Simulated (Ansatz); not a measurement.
**Reading a saddle point**

A first-order saddle point of Si2H8S, closed shell, PBE0-D4/def2-TZVP, with one imaginary mode of 1289i cm⁻¹:

```csv
atom,x (Å),y (Å),z (Å)
Si1,-0.5789,0.1950,-0.4784
H2,-0.3180,-1.3632,0.1621
H3,-0.2463,1.3182,-1.4167
H4,-2.0500,0.0122,-0.4951
Si5,0.3337,0.9048,1.5673
H6,-0.1724,-1.6858,-0.8461
S7,0.0173,-1.3363,-2.3854
H8,1.7882,0.5758,1.5559
H9,-0.2972,0.1635,2.6931
H10,0.1958,2.3715,1.7920
H11,1.3280,-1.1559,-2.1485
```

Ansatz 0.2.0; basis: def2-TZVPP and def2-QZVPP; cores frozen in the correlated methods. Extrapolation: Hartree–Fock as exp(−7.88 √X), correlation as X^−2.97.

Question: Which contacts change along the imaginary mode, and what lies on either side? (Judge from chemistry; the calculation decides.)

Answer: Computed: The step is Si₂H₆ ([SiH3][SiH3]) + H₂S → Si₂H₆S ([SiH3][SiH2][SH]) + H₂, with the molecules in contact on both sides. Shortening one way: Si1–S7, H2–H6; lengthening the same way: Si1–H2, H6–S7.
```csv
pair,one side (Å),saddle (Å),other side (Å)
Si1–S7,3.86,2.52,2.15
H2–H6,3.16,1.07,0.75
Si1–H2,1.49,1.70,4.58
H6–S7,1.34,1.59,3.18
```

Question: Which side is lower, and how far does the saddle lie above each? (Judge from chemistry; the value comes from the calculation.)

Answer: The calculation gives: The side with Si1–S7, H2–H6 short is lower by 7.83 kcal/mol; the saddle lies 59.92 kcal/mol above it and 52.09 kcal/mol above the other (CCSD(T) at an estimated basis limit (MP2 extrapolated from triple and quadruple zeta, plus CCSD(T) − MP2 in triple zeta); electronic energies).

T1 diagnostic: at most 0.015.

Labels in which every atom is bracketed show which atoms are joined, not bond orders.

For scale, one of the runs: CCSD(T)/def2-TZVPP, 238 basis functions, launched by `ansatz run in.yaml --threads 4 --pin off --events-out ev --progress --plain --max-ram 9574MiB`. Time: 62 s of wall clock on 4 CPU threads of an Arm Neoverse V1; the host was shared. Peak host memory: 3.9 GiB.
